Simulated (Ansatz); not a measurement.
# GeH⁺, singlet: reading a ladder of total energies

Geometry: a PBE0/def2-TZVP stationary point for this spin.

```xyz
2

Ge    0.0000    0.0000    0.0000
H     0.0000    0.0000    1.5886
```

Basis cc-pVQZ; Ansatz 0.2.0. Only valence electrons are correlated (noble-gas cores and the filled d shells of p-block atoms frozen), which leaves 4 electrons in 84 orbitals. R marks a restricted (for open shells ROHF) determinant. No spin–orbit coupling is included, and no scalar relativity.

Full CI is exact within this basis and frozen core; it isn't the basis-set limit.

Runs differ by some tens of microhartree through their thresholds, so steps under 0.03 kcal/mol mean nothing.

```tsv
level	total energy (hartree)
RHF	-2075.669060
RMP2	-2075.738232
RCCSD	-2075.756732
RCCSD(T)	-2075.758196
RCCSDT	-2075.758486
RCCSDT(Q)	-2075.758533
full CI	-2075.758544
```

Task: What is the correlation energy at full CI, and what share of it do RMP2 and RCCSD recover?

Result: E(corr) = -2075.758544 − (-2075.669060) = -0.089484 hartree = -2.435 eV. RMP2: -0.069172 / -0.089484 = 77.30 %. RCCSD: -0.087672 / -0.089484 = 97.98 %.

Task: By how many kcal/mol does RCCSD(T) miss full CI (1 hartree = 627.509 kcal/mol), and which steps make up the rest?

Result: -2075.758196 − (-2075.758544) = 0.000348 hartree = 0.22 kcal/mol. Steps: RCCSDT − RCCSD(T) = -0.18, RCCSDT(Q) − RCCSDT = -0.03, full CI − RCCSDT(Q) = -0.01 kcal/mol. That is within 1 kcal/mol of the reference in this basis, which itself misses far more of the correlation at the basis-set limit.
